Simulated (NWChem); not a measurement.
Everything below was run with NWChem. System: O (-1), charge -1, spin multiplicity 2. Its SCF solution wasn't tested for a lower state. Level: UB2PLYP/def2-TZVPD, 1 core orbitals frozen.

Job file:

```
start mol
memory heap 200 mb stack 900 mb global 1100 mb
charge -1
geometry units angstroms nocenter noautoz
  O      0.000000     0.000000     0.000000
  symmetry group D2h
end
basis spherical
  * library def2-tzvpd
end
dft
  xc hfexch 0.53 becke88 0.47 lyp 0.73 mp2 0.27
  dftmp2
  odft
  mult 2
  semidirect memsize 60000000 filesize 0
  iterations 100
end
mp2
  freeze core 1
end
task dft energy
```

Output (cleaned and shortened):

```
             Northwest Computational Chemistry Package (NWChem) 7.3.0
             --------------------------------------------------------

                                NWChem Input Module
                                -------------------

 Scaling coordinates for geometry "geometry" by  1.889725989
 (inverse scale =  0.529177249)

                             Geometry "geometry" -> ""
                             -------------------------

 Output coordinates in angstroms (scale by  1.889725989 to convert to a.u.)

  No.       Tag          Charge          X              Y              Z
 ---- ---------------- ---------- -------------- -------------- --------------
    1 O                    8.0000     0.00000000     0.00000000     0.00000000

 Effective nuclear repulsion energy (a.u.)       0.0000000000

            Nuclear Dipole moment (a.u.)
            ----------------------------
        X                 Y               Z
 ---------------- ---------------- ----------------
     0.0000000000     0.0000000000     0.0000000000

      Symmetry information
      --------------------

 Group name             D2h
 Group number             26
 Group order               8
 No. of unique centers     1

      Symmetry unique atoms

     1


 Summary of "ao basis" -> "" (spherical)
 ------------------------------------------------------------------------------
       Tag                 Description            Shells   Functions and Types
 ---------------- ------------------------------  ------  ---------------------
 *                         def2-tzvpd                 on all atoms

  dft_input: which_mp2 not specified, using semidirect MP2 by default.

                                 NWChem DFT Module
                                 -----------------

 Summary of "ao basis" -> "ao basis" (spherical)
 ------------------------------------------------------------------------------
       Tag                 Description            Shells   Functions and Types
 ---------------- ------------------------------  ------  ---------------------
 O                         def2-tzvpd               14       40   6s4p3d1f

 Summary of "ao basis" -> "ao basis" (spherical)
 ------------------------------------------------------------------------------
       Tag                 Description            Shells   Functions and Types
 ---------------- ------------------------------  ------  ---------------------
 O                         def2-tzvpd               14       40   6s4p3d1f

      Symmetry analysis of basis
      --------------------------

        ag         12
        au          1
        b1g         3
        b1u         6
        b2g         3
        b2u         6
        b3g         3
        b3u         6

            General Information
            -------------------
          SCF calculation type: DFT
          Wavefunction type:  spin polarized.
          No. of atoms     :     1
          No. of electrons :     9
           Alpha electrons :     5
            Beta electrons :     4
          Charge           :    -1
          Spin multiplicity:     2
          Use of symmetry is: on ; symmetry adaption is: on
          Maximum number of iterations: 100
          AO basis - number of functions:    40
                     number of shells:    14
          Convergence on energy requested:  1.00D-06
          Convergence on density requested:  1.00D-05
          Convergence on gradient requested:  5.00D-04

              XC Information
              --------------
                     Hartree-Fock (Exact) Exchange  0.530
                    Becke 1988 Exchange Functional  0.470
              Lee-Yang-Parr Correlation Functional  0.730

             Grid Information
             ----------------
          Grid used for XC integration:  medium
          Radial quadrature: Mura-Knowles
          Angular quadrature: Lebedev.
          Tag              B.-S. Rad. Rad. Pts. Rad. Cut. Ang. Pts.
          ---              ---------- --------- --------- ---------
          O                   0.60       49           7.0       434
          Grid pruning is: on
          Number of quadrature shells:    49
          Spatial weights used:  Erf1

          Convergence Information
          -----------------------
          Convergence aids based upon iterative change in
          total energy or number of iterations.
          Levelshifting, if invoked, occurs when the
          HOMO/LUMO gap drops below (HL_TOL):  1.00D-02
          DIIS, if invoked, will attempt to extrapolate
          using up to (NFOCK): 10 stored Fock matrices.

                    Damping( 0%)  Levelshifting(0.5)       DIIS
                  --------------- ------------------- ---------------
          dE  on:    start            ASAP                start
          dE off:    2 iters        100 iters           100 iters

      Screening Tolerance Information
      -------------------------------
          Density screening/tol_rho:  1.00D-10
          AO Gaussian exp screening on grid/accAOfunc:  14
          CD Gaussian exp screening on grid/accCDfunc:  20
          XC Gaussian exp screening on grid/accXCfunc:  20
          Schwarz screening/accCoul:  1.00D-08

      Superposition of Atomic Density Guess
      -------------------------------------

 Sum of atomic energies:         -74.78442926

 Renormalizing density from       8.00 to      9

      Non-variational initial energy
      ------------------------------

 Total energy =     -79.497713
 1-e energy   =    -116.130784
 2-e energy   =      36.633071
 HOMO         =       0.247971
[...]
                     b3g               0.0          0.0
                     b3u               1.0          0.0

                    DFT Final Alpha Molecular Orbital Analysis
                    ------------------------------------------

 Vector    3  Occ=1.000000D+00  E=-1.197767D-01  Symmetry=b3u
              MO Center= -1.3D-15, -6.0D-18, -2.2D-18, r^2= 7.1D-01
   Bfn.  Coefficient  Atom+Function         Bfn.  Coefficient  Atom+Function
  ----- ------------  ---------------      ----- ------------  ---------------
     7      0.483423  1 O  px                10      0.408994  1 O  px
    13      0.284490  1 O  px                16      0.074739  1 O  px

 Vector    4  Occ=1.000000D+00  E=-4.312860D-02  Symmetry=b2u
              MO Center= -9.6D-30,  6.7D-16,  5.3D-31, r^2= 8.8D-01
   Bfn.  Coefficient  Atom+Function         Bfn.  Coefficient  Atom+Function
  ----- ------------  ---------------      ----- ------------  ---------------
     8      0.461878  1 O  py                11      0.386756  1 O  py
    14      0.301716  1 O  py                17      0.133533  1 O  py

 Vector    5  Occ=1.000000D+00  E=-4.312860D-02  Symmetry=b1u
              MO Center= -8.9D-31,  2.0D-31,  1.7D-16, r^2= 8.8D-01
   Bfn.  Coefficient  Atom+Function         Bfn.  Coefficient  Atom+Function
  ----- ------------  ---------------      ----- ------------  ---------------
     9      0.461878  1 O  pz                12      0.386756  1 O  pz
    15      0.301716  1 O  pz                18      0.133533  1 O  pz

 Vector    6  Occ=0.000000D+00  E= 2.895509D-01  Symmetry=b3u
              MO Center=  9.3D-18,  1.9D-31, -7.7D-32, r^2= 8.3D+00
   Bfn.  Coefficient  Atom+Function         Bfn.  Coefficient  Atom+Function
  ----- ------------  ---------------      ----- ------------  ---------------
    16      1.213958  1 O  px                13     -0.465437  1 O  px
     7     -0.138182  1 O  px

 Vector    7  Occ=0.000000D+00  E= 2.963726D-01  Symmetry=b1u
              MO Center=  5.2D-33, -3.5D-34,  2.0D-19, r^2= 8.2D+00
   Bfn.  Coefficient  Atom+Function         Bfn.  Coefficient  Atom+Function
  ----- ------------  ---------------      ----- ------------  ---------------
    18      1.218727  1 O  pz                15     -0.513013  1 O  pz
     9     -0.162313  1 O  pz                12     -0.031171  1 O  pz

 Vector    8  Occ=0.000000D+00  E= 2.963726D-01  Symmetry=b2u
              MO Center= -9.0D-32, -4.0D-20, -1.7D-32, r^2= 8.2D+00
   Bfn.  Coefficient  Atom+Function         Bfn.  Coefficient  Atom+Function
  ----- ------------  ---------------      ----- ------------  ---------------
    17      1.218727  1 O  py                14     -0.513013  1 O  py
     8     -0.162313  1 O  py                11     -0.031171  1 O  py

                     DFT Final Beta Molecular Orbital Analysis
                     -----------------------------------------

 Vector    2  Occ=1.000000D+00  E=-5.901923D-01  Symmetry=ag
              MO Center=  4.5D-35, -1.8D-35, -5.9D-36, r^2= 5.0D-01
   Bfn.  Coefficient  Atom+Function         Bfn.  Coefficient  Atom+Function
  ----- ------------  ---------------      ----- ------------  ---------------
     4      0.485422  1 O  s                  3      0.369280  1 O  s
     5      0.261307  1 O  s                  2     -0.249873  1 O  s
     1     -0.104866  1 O  s                  6      0.034210  1 O  s

 Vector    3  Occ=1.000000D+00  E=-4.138726D-03  Symmetry=b2u
              MO Center=  7.9D-34,  1.9D-32,  4.3D-34, r^2= 1.1D+00
   Bfn.  Coefficient  Atom+Function         Bfn.  Coefficient  Atom+Function
  ----- ------------  ---------------      ----- ------------  ---------------
     8      0.438513  1 O  py                11      0.369038  1 O  py
    14      0.310801  1 O  py                17      0.189706  1 O  py

 Vector    4  Occ=1.000000D+00  E=-4.138726D-03  Symmetry=b1u
              MO Center=  7.0D-34, -4.5D-33,  8.4D-34, r^2= 1.1D+00
   Bfn.  Coefficient  Atom+Function         Bfn.  Coefficient  Atom+Function
  ----- ------------  ---------------      ----- ------------  ---------------
     9      0.438513  1 O  pz                12      0.369038  1 O  pz
    15      0.310801  1 O  pz                18      0.189706  1 O  pz

 Vector    5  Occ=0.000000D+00  E= 2.452983D-01  Symmetry=b3u
              MO Center=  3.5D-15, -1.2D-16, -1.5D-16, r^2= 5.5D+00
   Bfn.  Coefficient  Atom+Function         Bfn.  Coefficient  Atom+Function
  ----- ------------  ---------------      ----- ------------  ---------------
    16      0.893069  1 O  px                10      0.218594  1 O  px
     7      0.189333  1 O  px                13     -0.030650  1 O  px

 Vector    6  Occ=0.000000D+00  E= 3.008492D-01  Symmetry=b1u
              MO Center= -1.0D-30, -8.5D-31,  2.6D-29, r^2= 8.1D+00
   Bfn.  Coefficient  Atom+Function         Bfn.  Coefficient  Atom+Function
  ----- ------------  ---------------      ----- ------------  ---------------
    18      1.215268  1 O  pz                15     -0.546562  1 O  pz
     9     -0.183889  1 O  pz                12     -0.048185  1 O  pz

 Vector    7  Occ=0.000000D+00  E= 3.008492D-01  Symmetry=b2u
              MO Center=  1.5D-30, -4.7D-29,  1.5D-30, r^2= 8.1D+00
   Bfn.  Coefficient  Atom+Function         Bfn.  Coefficient  Atom+Function
  ----- ------------  ---------------      ----- ------------  ---------------
    17      1.215268  1 O  py                14     -0.546562  1 O  py
     8     -0.183889  1 O  py                11     -0.048185  1 O  py

   alpha - beta orbital overlaps
   -----------------------------

   alpha      1      2      3      4      5      6      7      8      9     10
    beta      1      2      9      3      4      5      6      7      8     14
 overlap   1.000  0.999  0.717  0.998  0.998  0.734  0.998  0.998  1.000  0.999

   alpha     11     12     13     14     15     16     17     18     19     20
    beta     12     13     10     11     17     16     15     18     23     22
 overlap   1.000  1.000  1.000  1.000  0.983  1.000  1.000  0.999  0.999  1.000

   alpha     21     22     23     24     25     26     27     28     29     30
    beta     21     20     19     26     25     24     27     32     30     31
 overlap   1.000  1.000  1.000  0.999  1.000  1.000  1.000  1.000  1.000  1.000

   alpha     31     32     33     34     35     36     37     38     39     40
    beta     29     28     33     34     39     37     38     36     35     40
 overlap   1.000  1.000  1.000  1.000  1.000  1.000  1.000  1.000  1.000  1.000

     --------------------------
     Expectation value of S2:
     --------------------------
      <S2> =      0.7608 (Exact =     0.7500)

                   NWChem MP2 Semi-direct Energy/Gradient Module
                   ---------------------------------------------

  Basis functions       =     40
  Molecular orbitals    =     40
  Frozen core           =      1
  Frozen virtuals       =      0
  Active alpha occupied =      4
  Active beta occupied  =      3
  Active alpha virtual  =     35
  Active beta virtual   =     36
  Use MO symmetry       = T
  Use skeleton AO sym   = T

  AO/Fock/Back tols     =   1.0D-09  1.0D-09  1.0D-09

 GA uses MA = F    GA memory limited = T

 Available:
  local mem=  4.43D+07
 global mem=  1.44D+08
 local disk=  0.00D+00
  mp2_memr nvloc                    35
  nvloc new                    35
   1 passes of   4:        3145728                      10261                    393115.
   1 passes of   4: M     44324633           G      144176000           F      41178905.

 Semi-direct pass number   1 of   1  for UHF alpha       at        0.3s
  vrange nnbf                   820
  mp2_eaftype                    10  avail_ma_in_mb                   386
 EAF : mp2_eaftype filesize          10     196557.
  mp2_eaf for mointskh                     10
Node 0 wrote      0.9 Mb in      0.0 s     Agg I/O rate:  1930.5 Mb/s
 Done moints_semi at        0.4s
  mp2_eaftype                    10  avail_ma_in_mb                   386
 EAF : mp2_eaftype filesize          10     196557.
  mp2_eaf for kh                    10
 Done maket at        0.4s
 Done multipass loop at        0.4s

 GA uses MA = F    GA memory limited = T

 Available:
  local mem=  4.43D+07
 global mem=  1.44D+08
 local disk=  0.00D+00
  mp2_memr nvloc                    36
  nvloc new                    36
   1 passes of   3:        3145728                       8661                    303899.
   1 passes of   3: M     44324633           G      144176000           F      41178905.

 Semi-direct pass number   1 of   1  for UHF beta        at        0.4s
  vrange nnbf                   820
  mp2_eaftype                    10  avail_ma_in_mb                   386
 EAF : mp2_eaftype filesize          10     151949.
  mp2_eaf for mointskh                     10
Node 0 wrote      0.7 Mb in      0.0 s     Agg I/O rate:  3899.8 Mb/s
 Done moints_semi at        0.5s
  mp2_eaftype                    10  avail_ma_in_mb                   386
 EAF : mp2_eaftype filesize          10     151949.
  mp2_eaf for kh                    10
 Done maket at        0.5s
 Done multipass loop at        0.5s

          -------------------------------------------
          DFT energy                     -75.036372431410
          Unscaled MP2 energy             -0.262632117715
          Total DFT+MP2 energy           -75.107283103193
          -------------------------------------------

 -----------------------
 Performance information
 -----------------------

 Timer overhead =  9.60D-08 seconds/call

               Nr. of calls         CPU time (s)                 Wall time (s)                GFlops
             ---------------    -------------------     ------------------------------   -------------------
Name         Min   Avg   Max    Min     Avg     Max     Min     Avg     Max   Mx/calls   Min     Max     Sum
mp2: moin     2     2     2   0.15    0.15    0.15     0.15    0.15    0.15    7.53E-2   0.0     0.0     0.0
mp2: make     2     2     2   5.95E-3 5.95E-3 5.95E-3  5.95E-3 5.95E-3 5.95E-3 2.97E-3   0.0     0.0     0.0
mp2: tota     1     1     1   0.20    0.20    0.20     0.20    0.20    0.20    0.20      0.0     0.0     0.0

 The average no. of pstat calls per process was 5.00D+00
 with a timing overhead of 4.80D-07s

 Task  times  cpu:        0.5s     wall:        0.5s

 Total times  cpu:        0.5s     wall:        0.5s
```
